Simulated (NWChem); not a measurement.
System: Cl2, triplet; SMILES of the neutral closed-shell parent ClCl

Excerpt of the output:

```
             Northwest Computational Chemistry Package (NWChem) 7.3.0
             --------------------------------------------------------

                             Geometry "geometry" -> ""
                             -------------------------

 Output coordinates in angstroms (scale by  1.889725989 to convert to a.u.)

  No.       Tag          Charge          X              Y              Z
 ---- ---------------- ---------- -------------- -------------- --------------
    1 Cl                  17.0000     0.00000000     0.00000000     1.24694200
    2 Cl                  17.0000     0.00000000     0.00000000    -1.24694200

 Effective nuclear repulsion energy (a.u.)      61.3229103523

                                 NWChem DFT Module
                                 -----------------

 Summary of "ao basis" -> "ao basis" (spherical)
 ------------------------------------------------------------------------------
       Tag                 Description            Shells   Functions and Types
 ---------------- ------------------------------  ------  ---------------------
 Cl                         def2-svp                 8       18   4s3p1d

 in cosmo_initialize ...
 calling solv_data for solv:dioxane

 solvent parameters
 solvname_short: dioxane
 solvname_long:  1,4-dioxane
 dielec:        2.2099
 dielecinf:     2.0232
 nonaqueous SMD model solvent descriptors
 dielec:        2.2099
 sola:          0.0000
 solb:          0.6400
 solc:          0.0000
 solg:         47.1400
 solh:          0.0000
 soln:          1.4224

          ---------------
          -cosmo- solvent
          ---------------
 Cosmo: York-Karplus, doi: 10.1021/jp992097l
 dielectric constant -eps-     =   2.21
 screen = (eps-1)/(eps    )    =   0.54749
 surface charge correction     = lagrangian

   van der Waals surface
 --------------------------

[...]

                                COSMO-SMD solvation results
                                ---------------------------

             internal energy in gas <Psi(g)|H|Psi(g)> =      -919.978141132725
         internal energy in solvent <Psi(s)|H|Psi(s)> =      -919.978140294629
                               delta internal energy  =         0.000000838096 (    0.00 kcal/mol)
   total free energy in solvent <Psi(s)|H+V/2|Psi(s)> =      -919.978303245808
 polarization energy contribution <Psi(s)|V/2|Psi(s)> =        -0.000162951179 (   -0.10 kcal/mol)
    total free energy in solvent including G(SMD-CDS) =      -919.980947502727
                       G(SMD-CDS) energy contribution =        -0.002644256919 (   -1.66 kcal/mol)
     1 M fixed-concentration free energy of solvation =        -0.002806370002 (   -1.76 kcal/mol)

                    DFT Final Alpha Molecular Orbital Analysis
                    ------------------------------------------

 Vector   16  Occ=1.000000D+00  E=-4.283269D-01
              MO Center= -1.9D-08,  7.5D-09,  1.2D-05, r^2= 2.7D+00
   Bfn.  Coefficient  Atom+Function         Bfn.  Coefficient  Atom+Function
  ----- ------------  ---------------      ----- ------------  ---------------
    11      0.457518  1 Cl px                29     -0.457513  2 Cl px
     8      0.365663  1 Cl px                26     -0.365660  2 Cl px
     5      0.205089  1 Cl px                23     -0.205088  2 Cl px
    12     -0.070699  1 Cl py                30      0.070699  2 Cl py
     9     -0.056498  1 Cl py                27      0.056498  2 Cl py

 Vector   17  Occ=1.000000D+00  E=-3.974848D-01
              MO Center=  8.4D-11, -2.7D-08,  1.0D-05, r^2= 2.7D+00
   Bfn.  Coefficient  Atom+Function         Bfn.  Coefficient  Atom+Function
  ----- ------------  ---------------      ----- ------------  ---------------
    12      0.463796  1 Cl py                30     -0.463792  2 Cl py
     9      0.358905  1 Cl py                27     -0.358902  2 Cl py
     6      0.202803  1 Cl py                24     -0.202802  2 Cl py
    11      0.071662  1 Cl px                29     -0.071661  2 Cl px
     8      0.055462  1 Cl px                26     -0.055462  2 Cl px

 Vector   18  Occ=1.000000D+00  E=-3.645761D-01
              MO Center= -9.4D-10, -1.8D-09,  2.8D-06, r^2= 2.8D+00
   Bfn.  Coefficient  Atom+Function         Bfn.  Coefficient  Atom+Function
  ----- ------------  ---------------      ----- ------------  ---------------
    13      0.529139  1 Cl pz                31      0.529138  2 Cl pz
    10      0.391118  1 Cl pz                28      0.391118  2 Cl pz
     7      0.218022  1 Cl pz                25      0.218021  2 Cl pz
     3     -0.100127  1 Cl s                 21      0.100127  2 Cl s
     2      0.060775  1 Cl s                 20     -0.060776  2 Cl s

 Vector   19  Occ=0.000000D+00  E= 4.531998D-01
              MO Center= -1.2D-07, -1.0D-07, -2.1D-06, r^2= 3.6D+00
   Bfn.  Coefficient  Atom+Function         Bfn.  Coefficient  Atom+Function
  ----- ------------  ---------------      ----- ------------  ---------------
     3      1.440679  1 Cl s                 21      1.440681  2 Cl s
     4     -1.252780  1 Cl s                 22     -1.252782  2 Cl s
     2     -0.408755  1 Cl s                 20     -0.408756  2 Cl s
    13     -0.092522  1 Cl pz                31      0.092522  2 Cl pz
     1      0.055555  1 Cl s                 19      0.055555  2 Cl s

[...]
```

Level: M05-2X/def2-SVP, spin-unrestricted, SMD on the gas-phase geometry. The state is orbitally degenerate and is run as one real component. Geometry: optimised at PBE0/def2-SVP, spin-unrestricted. The spin multiplicity was typed, not searched, and may not be the lowest. No stability test was run on the SCF state. Solvent: 1,4-dioxane.

Q: Which NWChem input produces such a log?

A: This is not unique; one that fits is the input that was run:
```
start job
memory heap 200 mb stack 900 mb global 1100 mb
geometry units angstroms noautosym nocenter noautoz
  Cl     0.000000     0.000000     1.246942
  Cl     0.000000     0.000000    -1.246942
end
basis spherical
  * library def2-svp
end
dft
  odft
  mult 3
  xc m05-2x
  iterations 150
end
cosmo
  do_cosmo_smd true
  solvent dioxane
end
task dft energy
```
